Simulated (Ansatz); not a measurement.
# HSi–NH: how the quartet less doublet moves with the basis

HSi–NH, doublet; coordinates (Å): Si 0.000 -0.122 0.533; N 0.000 0.188 -1.030; H 0.000 1.173 1.320; H 0.000 -0.385 -1.859. Quantity: quartet less doublet, vertical.

Ansatz 0.2.0, basis cc-pVDZ or cc-pVTZ; geometries are PBE0/def2-TZVP minima. Wave-function levels freeze the cores; HF, MP2 and coupled cluster are restricted for singlets and unrestricted otherwise, Kohn–Sham unrestricted where that lies lower. The reference is CCSDT(Q) (coupled cluster only where its series has nearly closed). Semilocal and hybrid functionals correlate all electrons outside any core potential and usually lie nearer their basis limit than the reference, so part of their error here is the reference's basis and frozen-core error; RPA and the MP2 part of double hybrids freeze the same cores as the reference. None of these values is a measured one. Energies are electronic, without zero-point terms. No spin–orbit coupling and no scalar relativity. The species are chosen: bound, without strong static correlation by their natural occupations or amplitudes, in their lowest spin state as far as vertical gaps and like structures tell, and with a ladder that closes on the reference, so errors are smaller than for species at large; levels whose determinant breaks symmetry or spin markedly are left out.

```csv
level,cc-pVDZ (eV),cc-pVTZ (eV)
reference,3.533 (CCSDT(Q)),3.527 (CCSDT(Q))
CCSD,3.321,3.292
CCSD(T),3.478,3.480
PBE,3.648,3.614
r2SCAN,3.309,3.271
B3LYP,3.538,3.518
wB97M-V,3.632,3.597
RPA-PBE,3.620,3.550
```

From cc-pVDZ to cc-pVTZ the reference moves by -0.006 eV and PBE by -0.034; the step from CCSD(T) to the reference is 0.056 in the first and 0.047 in the last.
